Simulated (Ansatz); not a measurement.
Energy needed to pull apart H2S2O (SMILES SOS), singlet, into free ground-state atoms, from the structure below (displaced at random from a GFN2-xTB minimum); no zero-point or spin–orbit terms; open-shell atoms are treated unrestricted, in their ground-state multiplicity.

| atom | x (Å) | y (Å) | z (Å) |
| --- | --- | --- | --- |
| S1 | -0.8777 | 0.1353 | -1.1530 |
| O2 | -0.1520 | 0.5549 | 0.2738 |
| S3 | 0.9954 | -0.3644 | 1.0215 |
| H4 | -1.9671 | -0.5251 | -0.5667 |
| H5 | 2.0609 | 0.1957 | 0.4314 |

Computed with Ansatz 0.2.0 (basis: def2-TZVPP); correlated methods freeze the cores.

```tsv
method	atomization energy (kcal/mol)
SPW92	379.8
PBE-D4	318.3
r2SCAN-D4	304.6
B97M-V	?
PBE0-D4	?
wB97M-V	308.7
HF	161.5
MP2	295.3
CCSD	278.6
CCSD(T)	288.0
```

Q: What does B97M-V give? (Judge from chemistry; the value comes from the calculation.)

A: Computed: 306.7 kcal/mol, which is about 18.7 kcal/mol more than CCSD(T)/def2-TZVPP.

Q: What does PBE0-D4 give? (To be estimated.)

A: The calculation gives: 301.2 kcal/mol, which is about 13.2 kcal/mol more than CCSD(T)/def2-TZVPP.

In triple zeta the MP2 and coupled-cluster atomization energies are still short of their basis limit by a few kcal/mol a bond, whereas those of the functionals are nearly converged, so these differences are not deviations from converged CCSD(T).

No T1 diagnostic of these runs exceeds 0.016.

For scale, one of the runs: CCSD(T)/def2-TZVPP forces, 143 basis functions (an equivalent command: `ansatz run in.yaml --threads 4`). Hardware: 4 CPU threads, shared host. Wall time 42 s; peak host memory 1.4 GiB.
